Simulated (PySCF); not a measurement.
allene (C3H4), SMILES C=C=C.

Geometry: PBE0-D3(BJ)/def2-TZVP.

Two levels are set side by side: TDDFT-PBE/def2-SVPD (PySCF) and TDDFT-ωB97X/def2-SVPD (PySCF). Vertical, same geometry. The lowest singlet is HOMO−1→LUMO+1 50 %, HOMO→LUMO 50 % with PBE and HOMO→LUMO 49 %, HOMO−1→LUMO+1 49 % with the other functional; states are paired by order. Differences are taken from unrounded values.

| quantity | TDDFT-ωB97X |
|---|---|
| lowest singlet excitation (eV) | 6.18 |
| lowest triplet excitation (TDA) (eV) | 4.74 |
| first bright state (f over 0.05) (eV) | 8.14 |
| its oscillator strength | 1.18 |

Problem. What does TDDFT-PBE give, and how far is it from TDDFT-ωB97X? (An estimate is asked for; the answer gives what the named calculation found.)

Solution. 
```
quantity                               TDDFT-PBE  TDDFT-PBE minus TDDFT-ωB97X
-------------------------------------  ---------  ---------------------------
lowest singlet excitation (eV)              5.86                        -0.32
lowest triplet excitation (TDA) (eV)        4.72                        -0.02
first bright state (f over 0.05) (eV)       8.01                        -0.13
its oscillator strength                     1.08                        -0.10
```

Functionals without exact exchange tend to place singlet excitations lower, as here. Differences between two approximate levels are no errors against the true value.

Rough cost on one machine, each run with all the roots and properties that it gave: TDDFT-ωB97X against TDDFT-PBE about 4 times.
